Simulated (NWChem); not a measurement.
System: hydrogen cyanide (CHN); SMILES N#C

Input file for NWChem:

```
start job
memory heap 200 mb stack 900 mb global 1100 mb
geometry units angstroms noautoz
  C      0.000000     0.000000    -0.491549
  N      0.000000     0.000000     0.662233
  H      0.000000     0.000000    -1.571109
end
basis spherical
  * library pcseg-1
end
dft
  xc xpbe96 cpbe96
  iterations 150
  mulliken
end
task dft gradient
```

Excerpt of the output:

```
             Northwest Computational Chemistry Package (NWChem) 7.3.0
             --------------------------------------------------------

 ORDER OF PRIMARY AXIS IS BEING SET TO 4
 C4V symmetry detected

                             Geometry "geometry" -> ""
                             -------------------------

 Output coordinates in angstroms (scale by  1.889725989 to convert to a.u.)

  No.       Tag          Charge          X              Y              Z
 ---- ---------------- ---------- -------------- -------------- --------------
    1 C                    6.0000     0.00000000     0.00000000    -0.49977957
    2 N                    7.0000     0.00000000     0.00000000     0.65400243
    3 H                    1.0000     0.00000000     0.00000000    -1.57933957

 Effective nuclear repulsion energy (a.u.)      23.8628035349

      Symmetry information
      --------------------

 Group name             C4v
 Group number             18
 Group order               8
 No. of unique centers     3

  pbe96 is a nonlocal functional; adding pw91lda local functional.

                                 NWChem DFT Module
                                 -----------------

 Summary of "ao basis" -> "ao basis" (spherical)
 ------------------------------------------------------------------------------
       Tag                 Description            Shells   Functions and Types
 ---------------- ------------------------------  ------  ---------------------
 C                          pcseg-1                  6       14   3s2p1d
 N                          pcseg-1                  6       14   3s2p1d
 H                          pcseg-1                  3        5   2s1p

      Symmetry analysis of basis
      --------------------------

        a1         15
        a2          0
        b1          2
        b2          2
        e          14

            General Information
            -------------------
          SCF calculation type: DFT
          Wavefunction type:  closed shell.
          No. of atoms     :     3
          No. of electrons :    14
           Alpha electrons :     7
            Beta electrons :     7
          Charge           :     0
          Spin multiplicity:     1
          Use of symmetry is: on ; symmetry adaption is: on
          Maximum number of iterations: 150
          AO basis - number of functions:    33
                     number of shells:    15
          Convergence on energy requested:  1.00D-06
          Convergence on density requested:  1.00D-05
          Convergence on gradient requested:  5.00D-04

              XC Information
              --------------
          PerdewBurkeErnzerhof Exchange Functional  1.000
            Perdew 1991 LDA Correlation Functional  1.000 local
           PerdewBurkeErnz. Correlation Functional  1.000 non-local

             Grid Information
             ----------------
          Grid used for XC integration:  medium
          Radial quadrature: Mura-Knowles
          Angular quadrature: Lebedev.
          Tag              B.-S. Rad. Rad. Pts. Rad. Cut. Ang. Pts.
          ---              ---------- --------- --------- ---------
          C                   0.70       49           6.0       434
          N                   0.65       49           8.0       434
          H                   0.35       45           7.0       434
          Grid pruning is: on
          Number of quadrature shells:   143
          Spatial weights used:  Erf1

      Superposition of Atomic Density Guess
      -------------------------------------

 Sum of atomic energies:         -92.42992769

      Non-variational initial energy
      ------------------------------

 Total energy =     -93.029649
 1-e energy   =    -171.149702
 2-e energy   =      54.257250
 HOMO         =      -0.459159
 LUMO         =       0.037979

      Symmetry analysis of molecular orbitals - initial
      -------------------------------------------------

 !! scf_movecs_sym_adapt:    4 vectors were symmetry contaminated

  Symmetry fudging

 !! scf_movecs_sym_adapt:    4 vectors were symmetry contaminated

  Numbering of irreducible representations:

     1 a1          2 a2          3 b1          4 b2          5 e

  Orbital symmetries:

     1 a1          2 a1          3 a1          4 a1          5 a1
     6 e           7 e           8 e           9 e          10 a1
    11 a1         12 e          13 e          14 a1         15 a1
    16 a1         17 e

     ---------------------------------------------
      Total Density - Mulliken Population Analysis
     ---------------------------------------------

    Atom       Charge   Shell Charges
 -----------   ------   -------------------------------------------------------
    1 C    6     5.57   2.00  0.82  0.49  1.66  0.55  0.05
    2 N    7     7.65   2.00  0.94  0.84  2.40  1.44  0.03
    3 H    1     0.78   0.62  0.14  0.02

   convergence    iter        energy       DeltaE   RMS-Dens  Diis-err
 ---------------- ----- ----------------- --------- --------- ---------
 d= 0,ls=0.0,diis     1    -93.2265883229 -1.17D+02  4.10D-02  5.05D-01
 d= 0,ls=0.0,diis     2    -92.7651575145  4.61D-01  3.10D-02  4.22D+00
 d= 0,ls=0.0,diis     3    -93.2933579844 -5.28D-01  2.60D-03  1.60D-02
 d= 0,ls=0.0,diis     4    -93.2947958945 -1.44D-03  9.95D-04  1.74D-03
 d= 0,ls=0.0,diis     5    -93.2950292123 -2.33D-04  2.78D-04  2.05D-04
  Resetting Diis
 d= 0,ls=0.0,diis     6    -93.2950571812 -2.80D-05  1.90D-05  1.24D-06
 d= 0,ls=0.0,diis     7    -93.2950573157 -1.35D-07  1.32D-06  1.35D-09

         Total DFT energy =      -93.295057315748
      One electron energy =     -172.702274514438
           Coulomb energy =       68.018830603289
    Exchange-Corr. energy =      -12.474416939487
 Nuclear repulsion energy =       23.862803534887

 Numeric. integr. density =       14.000000528394

                  Occupations of the irreducible representations
                  ----------------------------------------------

                     irrep           alpha         beta
                     --------     --------     --------
                     a1                5.0          5.0
                     a2                0.0          0.0
                     b1                0.0          0.0
                     b2                0.0          0.0
                     e                 2.0          2.0

                       DFT Final Molecular Orbital Analysis
                       ------------------------------------

 Vector    5  Occ=2.000000D+00  E=-3.315442D-01  Symmetry=a1
              MO Center= -6.6D-15, -2.2D-14,  8.1D-01, r^2= 8.5D-01
   Bfn.  Coefficient  Atom+Function         Bfn.  Coefficient  Atom+Function
  ----- ------------  ---------------      ----- ------------  ---------------
    20      0.503699  2 N  pz                17      0.375834  2 N  s
    23      0.283174  2 N  pz                16      0.272022  2 N  s
     6     -0.248941  1 C  pz                 2     -0.165758  1 C  s
    29      0.126056  3 H  s                 15     -0.123950  2 N  s
    30      0.112379  3 H  s                  1      0.072605  1 C  s

 Vector    6  Occ=2.000000D+00  E=-3.300164D-01  Symmetry=e
              MO Center=  6.4D-15,  2.2D-14,  1.1D-01, r^2= 1.1D+00
   Bfn.  Coefficient  Atom+Function         Bfn.  Coefficient  Atom+Function
  ----- ------------  ---------------      ----- ------------  ---------------
    19      0.446421  2 N  py                 5      0.421330  1 C  py
    22      0.237380  2 N  py                 8      0.213069  1 C  py
    18      0.134670  2 N  px                 4      0.127100  1 C  px
    21      0.071609  2 N  px                 7      0.064275  1 C  px
    25     -0.030744  2 N  d -1

 Vector    7  Occ=2.000000D+00  E=-3.300164D-01  Symmetry=e
              MO Center= -5.4D-16,  7.1D-17,  1.1D-01, r^2= 1.1D+00
   Bfn.  Coefficient  Atom+Function         Bfn.  Coefficient  Atom+Function
  ----- ------------  ---------------      ----- ------------  ---------------
    18      0.446421  2 N  px                 4      0.421330  1 C  px
    21      0.237380  2 N  px                 7      0.213069  1 C  px
    19     -0.134670  2 N  py                 5     -0.127100  1 C  py
    22     -0.071609  2 N  py                 8     -0.064275  1 C  py
    27      0.030744  2 N  d  1

 Vector    8  Occ=0.000000D+00  E=-2.763769D-02  Symmetry=e
              MO Center= -6.1D-18,  6.9D-16, -8.7D-02, r^2= 1.7D+00
   Bfn.  Coefficient  Atom+Function         Bfn.  Coefficient  Atom+Function
  ----- ------------  ---------------      ----- ------------  ---------------
     8      0.671227  1 C  py                22     -0.599222  2 N  py
    19     -0.483728  2 N  py                 5      0.465149  1 C  py
     7      0.067623  1 C  px                21     -0.060369  2 N  px
    18     -0.048734  2 N  px                 4      0.046862  1 C  px
    11     -0.043320  1 C  d -1              32      0.032940  3 H  py

[...]

                         DFT ENERGY GRADIENTS

    atom               coordinates                        gradient
                 x          y          z           x          y          z
   1 C       0.000000   0.000000  -0.944446    0.000000   0.000000   0.026198
   2 N       0.000000   0.000000   1.235885    0.000000   0.000000  -0.028958
   3 H       0.000000   0.000000  -2.984519    0.000000   0.000000   0.002761
```

Level: PBE/pcseg-1. Structure relaxed at the PBE0/def2-SVP level.
